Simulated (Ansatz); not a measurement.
Species: C₂H₃N, SMILES `CC#N` (charge 0, multiplicity 1).

Question: Give a relaxed geometry from Ansatz (a first-principles code) with B3LYP-D3(BJ)/def2-SVP.

Answer: the end point of this relaxation (outside a Z-matrix the atoms follow the SMILES, hydrogens last).
Cartesian coordinates (Å) in one orientation:
```xyz
6

C     -0.488     0.011    -0.001
C      0.971    -0.022     0.002
N      2.128    -0.047     0.004
H     -0.883    -0.608    -0.821
H     -0.881    -0.377     0.951
H     -0.847     1.042    -0.135
```
